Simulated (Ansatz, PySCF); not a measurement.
Species: trimethyl amine, C₃H₉N (charge 0, singlet). SMILES: CN(C)C
Geometry from a B3LYP-D3(BJ)/def2-TZVP (Ansatz, an electronic-structure program) optimisation:
```
N
C 1 1.4503
H 2 1.0911 1 109.85
H 2 1.0911 3 108.21 1 119.93
H 2 1.1055 3 108.00 4 116.68
C 1 1.4503 2 111.65 3 176.58
H 6 1.0911 1 109.85 2 -176.58
H 6 1.0911 7 108.21 1 -119.93
H 6 1.1055 7 108.00 8 -116.68
C 1 1.4503 2 111.65 3 -57.65
H 10 1.0911 1 109.85 2 176.58
H 10 1.0911 11 108.21 1 119.93
H 10 1.1055 11 108.00 12 116.68
```
Charge 0, spin multiplicity 1.


Property: enthalpy of formation at 298 K (from the atomisation energy, B3LYP-D3(BJ)/def2-TZVP harmonic zero-point and thermal terms from PySCF, and the atoms' enthalpies of formation in the G2/97 table; no spin-orbit terms, and no core term in the frozen-core levels), in kcal/mol. Valence correlation only, unless marked. UHF or UKS for open shells. No spin-orbit coupling. Non-relativistic. The coupled-cluster limit lacks core correlation, which all-electron functionals hold. Basis-set limits of correlation are two-point, X^-3; Hartree-Fock from the larger set. The bracket is a focal-point correction in the basis named.

| level | program | enthalpy of formation at 298 K (kcal/mol) |
|---|---|---|
| HF/def2-TZVPD | PySCF | 303.5 |
| revPBE/def2-TZVPD | Ansatz | 16.2 |
| B3LYP-D4/def2-TZVPD | Ansatz + dftd4 | -8.8 |
| BHLYP-D3(BJ)/def2-TZVPD | Ansatz + dftd3 | 19.0 |
| BHLYP-D4/def2-TZVPD | Ansatz + dftd4 | 20.5 |
| TPSSh-D4/def2-TZVPD | PySCF + dftd4 | -14.9 |
| r2SCANh-D4/def2-TZVPD | Ansatz + dftd4 | 2.1 |
| r2SCAN0/def2-TZVPD | Ansatz | 10.3 |
| HSE06/def2-TZVPD | Ansatz | -6.8 |
| B2GP-PLYP-D4/def2-TZVPD | Ansatz + dftd4 | 10.4 |
| B2PLYP/def2-TZVPD | Ansatz | 9.0 |
| MP2/STO-3G | Ansatz | -4.3 |
| SCS-MP2/STO-3G | Ansatz | -14.2 |
| SCS-MP2/6-31G | Ansatz | 161.9 |
| RI-MP2/CBS(cc-pVTZ,cc-pVQZ)+[CCSD(T)-MP2]/cc-pVTZ | Ansatz | -5.3 |
